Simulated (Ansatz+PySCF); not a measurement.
The numbers below are computed, except where a source is named.
Input for PySCF 2.14.0:

```python
from pyscf import gto, scf, cc

mol = gto.M(atom="""
O -1.497280 -0.131890 0.013090
H -1.879160 0.655530 -0.019450
H -0.531450 0.041810 0.012020
O 1.395080 0.205260 -0.012230
H 1.568330 -0.369760 -0.746990
H 1.518530 -0.365970 0.750140
""", basis='def2-svp', charge=0, spin=0)
mf = scf.UHF(mol)
mf.kernel()
mycc = cc.CCSD(mf, frozen=2).run()
et = mycc.ccsd_t()
print(mf.e_tot, mycc.e_corr, et, mycc.e_tot + et)
```

The script is written out from the run's settings.

The run gave:

```json
{
 "Converged": "yes",
 "Reference energy": "-151.92354 hartree",
 "CCSD correlation energy": "-0.42145 hartree",
 "Triples correction": "-0.00624 hartree",
 "Total energy": "-152.35122 hartree"
}
```
